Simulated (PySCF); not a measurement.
# NaB: a composite coupled-cluster calculation

State: ³Π, triplet, unpaired electrons σ ↑, π ↑. De refers to Na + B. ROHF-based CCSD(T) in PySCF 2.14 with Na cc-pCVDZ, B aug-cc-pVDZ and Na cc-pCVTZ, B aug-cc-pVTZ (frozen core orbitals: 2; no relativity). Correlation energies are extrapolated as n⁻³ (n = 2, 3), Hartree–Fock as (n+1)·exp(−9√n). CV is the change on freezing 1 orbitals instead, in Na cc-pCVTZ, B cc-pwCVTZ. SR is the spin-free X2C energy in Na cc-pCVTZ-DK, B cc-pVTZ-DK less the non-relativistic one in Na cc-pCVTZ, B cc-pVTZ.

| Level | Re (Å) | ωe (cm⁻¹) | ωexe (cm⁻¹) | αe (cm⁻¹) | De (eV) |
| --- | --- | --- | --- | --- | --- |
| CCSD(T)/DZ | 2.5346 | 310.7 | 3.63 | 0.00533 | 0.665 |
| CCSD(T)/TZ | 2.4993 | 331.0 | 3.40 | 0.00479 | 0.751 |
| HF/CBS | 2.4917 | 358.7 | n/a | n/a | 0.330 |
| MP2/CBS | 2.4817 | 336 | n/a | n/a | 0.778 |
| CCSD/CBS | 2.4869 | 338.2 | n/a | 0.00475 | 0.711 |
| CCSD(T)/CBS | 2.4889 | 335.7 | 3.39 | 0.00469 | 0.776 |
| CCSD(T)/CBS+CV | 2.4848 | 337.6 | 3.37 | 0.00467 | 0.785 |
| CCSD(T)/CBS+CV+SR | 2.4837 | 337.4 | 3.38 | 0.00469 | 0.782 |

Question: How much is left between CCSD(T)/TZ and the basis-set limit, and how much do the triples give at the limit?

Answer: CCSD(T)/CBS less CCSD(T)/TZ: -10.4 mÅ in Re, +4.7 cm⁻¹ in ωe and +0.025 eV in De. CCSD(T)/CBS less CCSD/CBS: +2.0 mÅ in Re, -2.5 cm⁻¹ in ωe and +0.065 eV in De.

Question: What do the later terms add?

Answer: CV: -4.1 mÅ in Re, +1.9 cm⁻¹ in ωe and +0.009 eV in De; SR: -1.1 mÅ in Re, -0.2 cm⁻¹ in ωe and -0.003 eV in De, each against the row above.

The T1 diagnostic is 0.024. The state was picked by a PBE0 search and need not be the measured ground state. Spin–orbit coupling, excitations beyond (T) and corrections to the Born–Oppenheimer picture are left out.

The whole job (state search and all basis sets along the bond) took about 23 min on 4 threads of Arm Neoverse V1 (shared host), peak memory 6.5 GiB.
